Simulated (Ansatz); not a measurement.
Gas-phase electronic energies from Ansatz, PBE0-D4/def2-TZVP geometries. CCSD(T)/CBS adds triple-zeta CCSD(T) − MP2 to the extrapolated MP2 energy (def2 sets, frozen cores). This one scheme is used for every species. DFT in def2-TZVPP. B3LYP here is the variant with VWN-RPA as its local correlation; programs differ in this. One conformer a species, not always the lowest.

Reaction (formal exchange of groups at a C–C bond): `CC` + `CC(C)CS` → `CC(C)(C)CS` + CH₄

```tsv
level	ΔE (kJ/mol)	difference from CCSD(T)/CBS
PBE-D4	-14.1	4.4
r2SCAN-D4	-16.7	1.8
PBE0-D4	-13.8	4.7
B3LYP-D4	-13.7	4.8
ωB97X-V	-15.2	3.3
ωB97M-V	-17.3	1.2
B2PLYP	-10.4	8.1
PBE	-6.8	11.7
r2SCAN	-14.5	4.0
PBE0	-7.4	11.1
B3LYP	-2.3	16.2
HF/def2-TZVPP	1.7	20.2
MP2/def2-TZVPP	-23.9	-5.4
SCS-MP2/def2-TZVPP	-18.1	0.4
CCSD/def2-TZVPP	-15.5	3.0
CCSD(T)/def2-TZVPP	-19.1	-0.6
HF/def2-QZVPP	2.2	20.7
MP2/def2-QZVPP	-23.5	-5.0
SCS-MP2/def2-QZVPP	-17.5	1.0
HF/CBS(def2)	2.3	20.8
MP2/CBS(def2)	-23.4	-4.9
CCSD/CBS(def2)	-14.9	3.6
CCSD(T)/CBS	-18.5	0
```

Largest T1 diagnostic among the species: 0.009.

In def2-TZVPP, CCSD(T) changes the Hartree–Fock value by −20.8 kJ/mol (the triples alone add −3.6 kJ/mol) and MP2 by −25.7 kJ/mol. The D4 term adds −11.4 kJ/mol with B3LYP and −6.5 kJ/mol with PBE0; it sums over pairs of atoms, weighted by their polarisabilities, and B3LYP, whose exchange is more repulsive, gets the larger term.
